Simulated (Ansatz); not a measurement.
A calculation on zinc-blende CuI returned lattice constant a 6.082 Å, bulk modulus 38.6 GPa.

For reference: lattice constant a 6.053 ± 0.003 Å (measured, temperature not stated, no zero-point or thermal correction, our sources range from 6.044 to 6.054; as tabulated in arXiv:2305.18931); bulk modulus 36.6 GPa (measured, temperature not stated, not corrected to a static lattice; as tabulated in Gopakumar et al. (2017), arXiv:1612.07068).

Task: Which level of theory produced these numbers?
A) PBE-D4 (Ansatz (a first-principles code))
B) revPBE (Ansatz)
C) r²SCAN-D4 (Ansatz)
D) PBE+SOC (Ansatz)

Result: D, PBE+SOC (Ansatz)

The others give: PBE-D4 5.969 Å, 47.4 GPa; revPBE 6.161 Å, 32.9 GPa; r²SCAN-D4 5.991 Å, 46.2 GPa.

Unless a cell is named, each level is at its own relaxed cell (PBE+SOC 28.12, PBE-D4 26.59, r²SCAN-D4 26.88, revPBE 29.23 Å³/atom).

Ansatz's density-functional and Hartree–Fock values are scalar-relativistic unless marked +SOC, with PAW data made under PBE.
